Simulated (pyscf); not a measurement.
Four-centre exchange: F–Si(F)(F)–F + H₂O → HF + HO–Si(F)(F)–F

Gas phase, singlet surface, charge 0. Bonds broken: F1–Si2, O6–H7. Bonds formed: F1–H7, Si2–O6. Structures and frequencies: ωB97X-D3(BJ)/def2-SVP in PySCF.

Transition state (Å):

```xyz
8

F     -0.1573     0.7823     0.5556
Si    -1.1399    -0.4544    -0.4542
F     -1.6981    -1.3872    -1.6634
F     -2.4316     0.4792    -0.2527
F     -0.8227    -1.5771     0.6436
O      0.2116     0.1443    -1.4280
H      0.3907     0.8383    -0.5103
H      0.1828     0.2730    -2.3841
```

One imaginary mode, 874i cm⁻¹; descent along it reached the two sides named.

```tsv
bond	change	reactant side (Å)	saddle	product side
F1–Si2	breaks	1.613	1.875	2.7
O6–H7	breaks	0.967	1.164	1.857
F1–H7	forms	2.300	1.200	0.933
Si2–O6	forms	2.223	1.770	1.646
```

Electronic energies relative to the separated reactants (eV):

```csv
level,barrier,reaction energy,reverse barrier
ωB97X-D3(BJ)/def2-TZVP,0.99,+0.30,0.68
PBE/def2-TZVP,0.87,+0.34,0.53
r²SCAN/def2-TZVP,0.87,+0.34,0.52
B3LYP-D3(BJ)/def2-TZVP,1.02,+0.32,0.70
PBE0-D3(BJ)/def2-TZVP,0.90,+0.30,0.61
M06-2X/def2-TZVP,0.92,+0.29,0.63
ωB97M-D3(BJ)/def2-TZVP,0.99,+0.32,0.67
HF/def2-TZVP,1.68,+0.34,1.35
```

With ωB97M-D3(BJ)/def2-TZVP energies and thermal terms (ideal gas, 1 atm, RRHO with modes under 100 cm⁻¹ raised to 100, one conformer, R ln 2 for rigid chiral ones), in eV:

| T (K) | ΔH‡ | ΔG‡ | ΔH | ΔG |
|---|---|---|---|---|
| 298 | 0.94 | 1.37 | +0.30 | +0.24 |
| 600 | 0.94 | 1.80 | +0.32 | +0.17 |
| 900 | 0.97 | 2.23 | +0.34 | +0.09 |
| 1200 | 1.00 | 2.64 | +0.36 | 0.00 |

One saddle was located; it need not be the lowest between these sides.
